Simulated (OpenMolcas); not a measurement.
**CASSCF(14,9)/ANO-RCC-VDZP (DKH2, RICD fitting, root 1, time step au 20) run of [HO2]− (hydroperoxide(1-))**

Wanted: a short trajectory of [HO2]− (hydroperoxide(1-)). 

The results are computed with OpenMolcas 26.06.

## (1) The structure to begin with

The species is [HO2]− (3 atoms), typed as a singlet with charge -1. SMILES: `[O-]O`. Geometry: relaxed at PBE0-D4/def2-TZVPD. The run starts from this shape.

Bond lengths: O1–O2 1.479 Å, O2–H3 0.961 Å. Angles: O1–O2–H3 100.1°.

## (2) A short trajectory at CASSCF(14,9)/ANO-RCC-VDZP (DKH2, RICD fitting, root 1, time step au 20)

Contents of step15.inp:

```
&GATEWAY
  Coord
  3
  angstrom
  O       -0.357760       1.025590      -0.080830
  O       -0.242260      -0.445880      -0.180750
  H        0.600030      -0.579720       0.261570
  Basis=ANO-RCC-VDZP
  Group=NoSym
  RICD
>>> COPY $CurrDir/step2.RasOrb $Project.RasOrb
>>> EXPORT MOLCAS_MAXITER=20
>>> Do While

&SEWARD

&RASSCF
  FileOrb=$Project.RasOrb
  Spin=1
  Nactel=14 0 0
  Inactive=2
  Ras2=9
  OrbListing=Nothing
  OrbAppear=Compact

&ALASKA

&DYNAMIX
  VelVer
  DT=20
  Velo=3
  Ther=0
  Temp=300
>>> EndDo
```

The run is started by

```console
$ export MOLCAS_MEM=1860
$ pymolcas step15.inp > step15.log
```

The program printed:

```text
--- Start Module: gateway ---

                                              &GATEWAY

                       available to each process: 1.9 GB of memory, 1 thread

++    Symmetry information:
      ---------------------

                    Character Table for C1

                             E
                    a        1  x, y, xy, Rz, z, xz, Ry, yz, Rx, I
--

++    Basis set information:
      ----------------------

      Basis set label: O.ANO-RCC...3S2P1D.

      Electronic valence basis set:
      ------------------
      Associated Effective Charge   8.000000 au
      Associated Actual Charge      8.000000 au
      Nuclear Model: Point charge

      Shell  nPrim  nBasis  Cartesian Spherical Contaminant
         s      14       3        X
         p       9       2        X
         d       4       1                 X

      Basis set label: H.ANO-RCC...2S1P.

      Electronic valence basis set:
      ------------------
      Associated Effective Charge   1.000000 au
      Associated Actual Charge      1.000000 au
      Nuclear Model: Point charge

      Shell  nPrim  nBasis  Cartesian Spherical Contaminant
         s       8       2        X
         p       4       1        X
--

++    Molecular structure info:
      -------------------------

                    ************************************************
                    **** Cartesian Coordinates / bohr, angstrom ****
                    ************************************************

     Center  Label                x              y              z                     x              y              z
        1      O1              -0.676068       1.938084      -0.152747             -0.357760       1.025590      -0.080830
        2      O2              -0.457805      -0.842591      -0.341568             -0.242260      -0.445880      -0.180750
        3      H3               1.133892      -1.095512       0.494296              0.600030      -0.579720       0.261570

                    ***************************************
                    *    InterNuclear Distances / bohr    *
                    ***************************************

               1 O1            2 O2            3 H3
    1 O1       0.000000
    2 O2       2.795612        0.000000
    3 H3       3.591285        1.815527        0.000000

                    *******************************************
                    *    InterNuclear Distances / angstrom    *
                    *******************************************

               1 O1            2 O2            3 H3
    1 O1       0.000000
    2 O2       1.479374        0.000000
    3 H3       1.900426        0.960735        0.000000

                    **************************************
                    *    Valence Bond Angles / degree    *
                    **************************************
                          Atom centers                 Phi
                      1 O1       2 O2       3 H3       100.13
--

            Nuclear Potential Energy             29.52706719 au

--- Stop Module: gateway /rc=_RC_ALL_IS_WELL_ ---

>>> COPY step2.RasOrb step15.RasOrb

>>> EXPORT MOLCAS_MAXITER = 20

--- Start Module: seward ---

                                              &SEWARD

                       available to each process: 1.9 GB of memory, 1 thread

               SEWARD will generate:
                  Multipole Moment integrals up to order  2
                  Kinetic Energy integrals
                  Nuclear Attraction integrals (point charge)
                  One-Electron Hamiltonian integrals
                  Velocity integrals
                  Relativistic Douglas-Kroll-Hess integrals:
                    - Parametrization         : EXP
                    - DKH order of Hamiltonian: 2
                    - DKH order of Properties : 0
                         - multipole moment operators
                         - electric potential operators
                         - contact operators
                  Orbital angular momentum around ( -0.5150   0.4976  -0.2245 )
                  Velocity quadrupole around ( -0.5150   0.4976  -0.2245 )
                  Atomic mean-field integrals
                  RI decomposed two-electron repulsion integrals stored Cholesky style
                   - acCD auxiliary basis
                   - CD Threshold:   1.00E-04

                   Integrals are discarded if absolute value <: 1.00E-14
                   Integral cutoff threshold is set to       <: 1.00E-16

            Nuclear Potential Energy             29.52706719 au

      Basis set specifications :
      Symmetry species         a
      Basis functions           33

--- Stop Module: seward /rc=_RC_ALL_IS_WELL_ ---

--- Start Module: rasscf ---

                                              &RASSCF

                       available to each process: 1.9 GB of memory, 1 thread

      Header of the ONEINT file:
      --------------------------

      OrdInt status: non-squared

      Cartesian coordinates in angstrom:
      -----------------------------------------------------
      No.  Label        X            Y            Z
      -----------------------------------------------------
       1   O1        -0.35776000   1.02559000  -0.08083000
       2   O2        -0.24226000  -0.44588000  -0.18075000
       3   H3         0.60003000  -0.57972000   0.26157000
      -----------------------------------------------------
      Nuclear repulsion energy =   29.52706719

++    Wave function specifications:
      -----------------------------

[... 64 lines left out ...]
                                         RASSCF iterations: Energy and convergence statistics
[... 9 lines left out ...]
      Convergence after 15 iterations
[... 7 lines left out ...]
      Note: transformation to natural orbitals
[... 2 lines left out ...]
      printout of CI-coefficients larger than  0.05 for root  1
      energy=    -150.394691
      conf/sym  111111111     Coeff  Weight
[... 5 lines left out ...]
      Natural orbitals and occupation numbers for root  1
[... 3 lines left out ...]
      *                                                    Final results                                                     *
[... 2 lines left out ...]
++    Final optimization conditions:
[... 3 lines left out ...]
      RASSCF energy for state  1                   -150.39469116
[... 9 lines left out ...]
      Final state energy(ies):
[... 2 lines left out ...]
::    RASSCF root number  1 Total energy:   -150.39469116
      Von Neumann Entropy (Root   1) =  0.31490
[... 28 lines left out ...]
      Dipole Moment (debye):
[... 49 lines left out ...]
      Natural orbitals for root   1 are written to the RASORB.1 file
      Spin density orbitals for root   1 are written to the SPDORB.1 file
[... 69 lines left out ...]
     Total Energy        -1.503877812619E+02 a.u.
[... 50 lines left out ...]
     Final Energy at time     20.0
[... 4 lines left out ...]
     Total Energy        -1.503877835550E+02 a.u.
[... 50 lines left out ...]
     Final Energy at time     40.0
[... 4 lines left out ...]
     Total Energy        -1.503877812994E+02 a.u.
[... 50 lines left out ...]
     Final Energy at time     60.0
[... 4 lines left out ...]
     Total Energy        -1.503877754523E+02 a.u.
[... 50 lines left out ...]
     Final Energy at time     80.0
[... 4 lines left out ...]
     Total Energy        -1.503877681985E+02 a.u.
[... 50 lines left out ...]
     Final Energy at time    100.0
[... 4 lines left out ...]
     Total Energy        -1.503877617502E+02 a.u.
[... 50 lines left out ...]
     Final Energy at time    120.0
[... 4 lines left out ...]
     Total Energy        -1.503877578137E+02 a.u.
[... 50 lines left out ...]
     Final Energy at time    140.0
[... 4 lines left out ...]
     Total Energy        -1.503877574958E+02 a.u.
[... 50 lines left out ...]
     Final Energy at time    160.0
[... 4 lines left out ...]
     Total Energy        -1.503877609765E+02 a.u.
[... 50 lines left out ...]
     Final Energy at time    180.0
[... 4 lines left out ...]
     Total Energy        -1.503877675675E+02 a.u.
[... 50 lines left out ...]
     Final Energy at time    200.0
[... 4 lines left out ...]
     Total Energy        -1.503877758080E+02 a.u.
[... 50 lines left out ...]
     Final Energy at time    220.0
[... 4 lines left out ...]
     Total Energy        -1.503877833220E+02 a.u.
[... 50 lines left out ...]
     Final Energy at time    240.0
[... 4 lines left out ...]
     Total Energy        -1.503877873902E+02 a.u.
[... 50 lines left out ...]
     Final Energy at time    260.0
[... 4 lines left out ...]
     Total Energy        -1.503877862855E+02 a.u.
[... 50 lines left out ...]
     Final Energy at time    280.0
[... 4 lines left out ...]
     Total Energy        -1.503877807909E+02 a.u.
[... 50 lines left out ...]
     Final Energy at time    300.0
[... 4 lines left out ...]
     Total Energy        -1.503877745494E+02 a.u.
[... 50 lines left out ...]
     Final Energy at time    320.0
[... 4 lines left out ...]
     Total Energy        -1.503877720121E+02 a.u.
[... 50 lines left out ...]
     Final Energy at time    340.0
[... 4 lines left out ...]
     Total Energy        -1.503877750771E+02 a.u.
[... 10 lines left out ...]
     Molecular Dynamics specifications (time =    340.0 a.u.)
     ==========================================

     Kinetic energy         8.8800E-03 a.u.
     Total linear momentum  2.8643E+01 a.u.
     RMS deviation          1.5122E-02 bohr

       New Coordinates (time    360.0 a.u.):
 ----------------------------------------------------------------------------------------------
       No. Atom    X          Y          Z        Mass       F(x)         F(y)         F(z)
 ----------------------------------------------------------------------------------------------
         1  O  -0.687305   2.128161  -0.188082  2.92E+04 -4.71573E-03  1.03102E-02 -2.09767E-03
         2  O  -0.403067  -0.827208  -0.239713  2.92E+04 -1.87403E-02 -4.93449E-03 -1.19562E-02
         3  H   1.115407  -0.692488   0.715583  1.84E+03  2.34561E-02 -5.37566E-03  1.40539E-02
 ----------------------------------------------------------------------------------------------

--- Stop Module: dynamix /rc=_RC_CONTINUE_LOOP_ ---

>>> END DO

--- Start Module: seward ---
--- Stop Module: seward /rc=_RC_ALL_IS_WELL_ ---

--- Start Module: rasscf ---
--- Stop Module: rasscf /rc=_RC_ALL_IS_WELL_ ---

--- Start Module: alaska ---
--- Stop Module: alaska /rc=_RC_ALL_IS_WELL_ ---

--- Start Module: dynamix ---

       Velocities      (time    360.0 a.u.):
 ----------------------------------------------------------------------------------------------
       No. Atom    X          Y          Z        Mass       F(x)         F(y)         F(z)
 ----------------------------------------------------------------------------------------------
         1  O  -0.000064   0.000656  -0.000106  2.92E+04 -4.40681E-03  8.06745E-03 -2.11917E-03
         2  O   0.000154  -0.000051   0.000274  2.92E+04 -1.41158E-02 -2.63587E-03 -8.99112E-03
         3  H   0.000445   0.000570   0.000892  1.84E+03  1.85226E-02 -5.43158E-03  1.11103E-02
 ----------------------------------------------------------------------------------------------

     Final Energy at time    360.0
     ============================

     Kinetic energy       9.184695470086E-03 a.u.
     Potential Energy    -1.503969662848E+02 a.u.
     Total Energy        -1.503877815893E+02 a.u.

       Old Coordinates (time    360.0 a.u.):
 ----------------------------------------------------------------------------------------------
       No. Atom    X          Y          Z        Mass       F(x)         F(y)         F(z)
 ----------------------------------------------------------------------------------------------
         1  O  -0.687305   2.128161  -0.188082  2.92E+04 -4.40681E-03  8.06745E-03 -2.11917E-03
         2  O  -0.403067  -0.827208  -0.239713  2.92E+04 -1.41158E-02 -2.63587E-03 -8.99112E-03
         3  H   1.115407  -0.692488   0.715583  1.84E+03  1.85226E-02 -5.43158E-03  1.11103E-02
 ----------------------------------------------------------------------------------------------

     Molecular Dynamics specifications (time =    360.0 a.u.)
     ==========================================

     Kinetic energy         9.1847E-03 a.u.
     Total linear momentum  2.8643E+01 a.u.
     RMS deviation          1.6512E-02 bohr

       New Coordinates (time    380.0 a.u.):
 ----------------------------------------------------------------------------------------------
       No. Atom    X          Y          Z        Mass       F(x)         F(y)         F(z)
 ----------------------------------------------------------------------------------------------
         1  O  -0.688621   2.141338  -0.190221  2.92E+04 -4.40681E-03  8.06745E-03 -2.11917E-03
         2  O  -0.400086  -0.828241  -0.234304  2.92E+04 -1.41158E-02 -2.63587E-03 -8.99112E-03
         3  H   1.126325  -0.681679   0.734628  1.84E+03  1.85226E-02 -5.43158E-03  1.11103E-02
 ----------------------------------------------------------------------------------------------

--- Stop Module: dynamix /rc=_RC_CONTINUE_LOOP_ ---

>>> END DO

--- Start Module: seward ---
--- Stop Module: seward /rc=_RC_ALL_IS_WELL_ ---

--- Start Module: rasscf ---
--- Stop Module: rasscf /rc=_RC_ALL_IS_WELL_ ---

--- Start Module: alaska ---
--- Stop Module: alaska /rc=_RC_ALL_IS_WELL_ ---

--- Start Module: dynamix ---

       Velocities      (time    380.0 a.u.):
 ----------------------------------------------------------------------------------------------
       No. Atom    X          Y          Z        Mass       F(x)         F(y)         F(z)
 ----------------------------------------------------------------------------------------------
         1  O  -0.000067   0.000661  -0.000108  2.92E+04 -4.07346E-03  5.86848E-03 -2.11127E-03
         2  O   0.000146  -0.000052   0.000269  2.92E+04 -7.42397E-03 -1.51842E-04 -4.66354E-03
         3  H   0.000608   0.000509   0.000989  1.84E+03  1.14974E-02 -5.71663E-03  6.77481E-03
 ----------------------------------------------------------------------------------------------

     Final Energy at time    380.0
     ============================

     Kinetic energy       9.484790446052E-03 a.u.
     Potential Energy    -1.503972718994E+02 a.u.
     Total Energy        -1.503877871090E+02 a.u.

       Old Coordinates (time    380.0 a.u.):
 ----------------------------------------------------------------------------------------------
       No. Atom    X          Y          Z        Mass       F(x)         F(y)         F(z)
 ----------------------------------------------------------------------------------------------
         1  O  -0.688621   2.141338  -0.190221  2.92E+04 -4.07346E-03  5.86848E-03 -2.11127E-03
         2  O  -0.400086  -0.828241  -0.234304  2.92E+04 -7.42397E-03 -1.51842E-04 -4.66354E-03
         3  H   1.126325  -0.681679   0.734628  1.84E+03  1.14974E-02 -5.71663E-03  6.77481E-03
 ----------------------------------------------------------------------------------------------

     Molecular Dynamics specifications (time =    380.0 a.u.)
     ==========================================

     Kinetic energy         9.4848E-03 a.u.
     Total linear momentum  2.8643E+01 a.u.
     RMS deviation          1.7445E-02 bohr

       New Coordinates (time    400.0 a.u.):
 ----------------------------------------------------------------------------------------------
       No. Atom    X          Y          Z        Mass       F(x)         F(y)         F(z)
 ----------------------------------------------------------------------------------------------
         1  O  -0.689994   2.154596  -0.192389  2.92E+04 -4.07346E-03  5.86848E-03 -2.11127E-03
         2  O  -0.397207  -0.829277  -0.228960  2.92E+04 -7.42397E-03 -1.51842E-04 -4.66354E-03
         3  H   1.139746  -0.672115   0.755149  1.84E+03  1.14974E-02 -5.71663E-03  6.77481E-03
 ----------------------------------------------------------------------------------------------

--- Stop Module: dynamix /rc=_RC_ALL_IS_WELL_ ---

>>> END DO

.##################.
.# Happy landing! #.
.##################.

    Timing: Wall=30.36 User=25.75 System=4.34
```

It took 31 s on 1 thread of Intel Xeon 6975P-C (Granite Rapids), shared host; peak memory 0.078 GiB.

Step by step:

| step | potential energy change (eV) |
| --- | --- |
| 0 | 0.0000 |
| 1 | -0.0069 |
| 2 | -0.0102 |
| 3 | -0.0097 |
| 4 | -0.0070 |
| 5 | -0.0046 |
| 6 | -0.0046 |
| 7 | -0.0085 |
| 8 | -0.0164 |
| 9 | -0.0272 |
| 10 | -0.0386 |
| 11 | -0.0479 |
| 12 | -0.0530 |
| 13 | -0.0532 |
| 14 | -0.0503 |
| 15 | -0.0476 |
| 16 | -0.0482 |
| 17 | -0.0534 |
| 18 | -0.0619 |
| 19 | -0.0702 |

## (3) Results

At CASSCF(14,9)/ANO-RCC-VDZP (DKH2, RICD fitting, root 1, time step au 20):

| quantity | value |
| --- | --- |
| potential energy of the last frame | -150.39727 Eh |
